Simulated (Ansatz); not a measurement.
## Si$_{2}$Mo (I4/mmm)

These are results of Ansatz, DFT r2SCAN, scalar-relativistic, plane waves, PAW, not measurements.

Cutoff 500 eV; k points 18×18×18 on the computed 3-atom cell (Γ-centred); Gaussian smearing, width 0.10 eV; no spin polarisation.

The structure is relaxed at this level of theory with its symmetry kept.

The structure is tetragonal, space group I4/mmm (No. 139). The conventional cell has a = 3.202 Å, b = 3.202 Å, c = 7.819 Å, α = 90.00°, β = 90.00°, γ = 90.00°. Si (site symmetry 4mm) has 5 Si at 2.58 to 2.63 Å and 5 Mo at 2.60 to 2.62 Å as nearest neighbours. Mo (site symmetry 4/mmm) has 10 Si at 2.60 to 2.62 Å as nearest neighbours.

```json
{"Volume per atom": "13.36 Å³", "Formation energy from the elements' standard states (uncorrected)": "-0.471 eV/atom", "Generalised Kohn–Sham band gap": "none (metal)", "Density of states at the Fermi level": "0.21 states/eV per cell (so small that it hangs on the mesh: a semimetal, or crossings between mesh points)", "Löwdin character within 0.5 eV of the Fermi level": "Mo 4d 70 %, Si 3p 27 %", "Bader charges (e)": "Si (2 in the cell) -0.08, Mo (1 in the cell) 0.16"}
```